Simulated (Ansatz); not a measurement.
# CH₂B (sextet): from Hartree-Fock to the top rungs, def2-TZVPP

An exercise on one series of results from a longer session: the logs are not shown, and one member is left open.

The runs use Ansatz 0.2.0, Gaussian basis; def2-TZVPP, core rule «outside noble gas», up to 2 orbitals frozen.

The runs, in order: UHF; ROHF; CCSD(T) on UHF.

### What is computed

The geometry is a PBE0/def2-TZVP stationary point (not a proven minimum) of the parent state, kept for this charge and spin.

4 atoms, charge 0, spin multiplicity 6.

Atoms are counted from 1 here; the program's logs count them from 0.

Bond lengths: B1–C2 1.527 Å, B1–H3 1.203 Å, C2–H4 1.092 Å. Angles: C2–B1–H3 121.6°, B1–C2–H4 134.8°.

Set-up of the first run:

in.yaml

```yaml
crystal:
  periodic: [false, false, false]
  atoms:
    - {symbol: B, position_ang: [0.000000, -0.104832, 0.802428]}
    - {symbol: C, position_ang: [0.000000, -0.044574, -0.723222]}
    - {symbol: H, position_ang: [0.000000, 0.894880, 1.472485]}
    - {symbol: H, position_ang: [0.000000, 0.760676, -1.461216]}
basis:
  gaussian: {orbitals: def2-TZVPP}
magnetization: {spin_polarized: true, initial_magnetization: 5}
hamiltonian: {xc: hf}
output: {orbitals: {seedname: orbitals}}
```

Started as:

```sh
$ ansatz run in.yaml --threads 1 --pin off --events-out ev --progress --plain --max-ram 2560MiB --backend cpu
```

Steps of the session up to this table: UHF; ROHF; CCSD(T) on UHF.

One table of the session follows, with a row left open; its other results are not shown here.

It belongs to the step «Misses and costs». 

```
  method  from UCCSD(T) (meV)
    ROHF              +5340.3
     UHF              +5201.7
    UMP2              +1002.3
   UCCSD                    ?
UCCSD(T)                    0
```

**Question.** Estimate the row for UCCSD.

**Answer.** from UCCSD(T) (meV): +196.5. In the column «from UCCSD(T) (meV)» it lies between UCCSD(T) (0) and UMP2 (+1002.3).
